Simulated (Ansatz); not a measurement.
System: 2H WS2. Method: LDA in Ansatz (PAW).

Settings: plane-wave cutoff 520 eV, 12×12×4 k mesh (along the axes of the cell as run), no spin polarisation, scalar-relativistic PAW data made under PBE.

Computed at the level's own relaxed cell.

Elastic tensor (GPa, Voigt notation, ions relaxed):

```
  262.5    56.3    10.4     0.0     0.0     0.0
   56.3   262.5    10.4     0.0     0.0     0.0
   10.4    10.4    51.1     0.0     0.0     0.0
    0.0     0.0     0.0    20.3     0.0     0.0
    0.0     0.0     0.0     0.0    20.3     0.0
    0.0     0.0     0.0     0.0     0.0   103.1
```

Problem. Work out the Voigt, Reuss and Hill averages of the bulk and shear moduli, Young's modulus and Poisson's ratio from the printed constants.

Solution. K_V = [C11 + C22 + C33 + 2(C12 + C13 + C23)]/9 = [576.1 + 2 × 77.1]/9 = 81.1 GPa. G_V = [576.1 − 77.1 + 3 × 143.7]/15 = 62.0 GPa. From the compliances S = C⁻¹, K_R = 42.4 and G_R = 33.7 GPa. Hill means: K = 61.8, G = 47.9 GPa. E = 9KG/(3K + G) = 114 GPa, ν = (3K − 2G)/(6K + 2G) = 0.19, K/G = 1.29.

Measured, for comparison: elastic constant C33 60 ± 5 GPa (temperature not stated, not corrected to a static lattice; as tabulated in Björkman et al. (2012), arXiv:1206.3542). Computed (rounded) less measured: elastic constant C33 -15 %.

Spin–orbit coupling is not included.

Ansatz is a quantum-chemistry and plane-wave program.
